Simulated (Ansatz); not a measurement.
Structure optimisation: chromium, bcc

All numbers below come from DFT, BLYP, plane waves (420 eV) with PAW, scalar-relativistic in Ansatz 0.2.0. (PAW data from PBE, frozen cores regenerated.)

k-point mesh 11×11×11, Fermi-Dirac smearing 0.05 eV, starting moments 1.50, -1.50 μB. Cell and atoms relax.

Starting structure:

```cif
data_structure
_symmetry_space_group_name_H-M 'P 1'
_symmetry_Int_Tables_number 1
_cell_length_a 2.8839
_cell_length_b 2.8839
_cell_length_c 2.8839
_cell_angle_alpha 90.000
_cell_angle_beta 90.000
_cell_angle_gamma 90.000
_cell_volume 23.99
loop_
_atom_site_label
_atom_site_type_symbol
_atom_site_fract_x
_atom_site_fract_y
_atom_site_fract_z
_atom_site_occupancy
Cr1 Cr 0.00000 0.00000 0.00000 1
Cr2 Cr 0.50000 0.50000 0.50000 1
```

Task: What cell does the relaxation end in?

Result: Im-3m (spin ignored) with a = 2.902 Å; 12.22 Å³ per atom against 11.99 at the start (1.9 %).

Task: How much energy does the relaxation gain?

Result: 2.4 meV per atom.

Path of the relaxation (the plane waves are chosen anew near the end, which can shift the energy a little):

```tsv
step	E − E(final) (meV/atom)	V (Å³/atom)	P (GPa)	max force (eV/Å)
0	2.35	11.993	3.33	0.000
1	0.40	12.142	1.10	0.000
2	0.17	12.217	0.06	0.000
3	0.17	12.221	0.00	0.000
4	0.00	12.221	0.05	0.000
```

Task: Which magnetic state does it end in?

Result: antiferromagnetic, largest moment 1.15 μB in the atomic sphere; moments 1.15, -1.15 μB.

Real chromium orders in an incommensurate spin-density wave, which this two-atom cell only mimics.
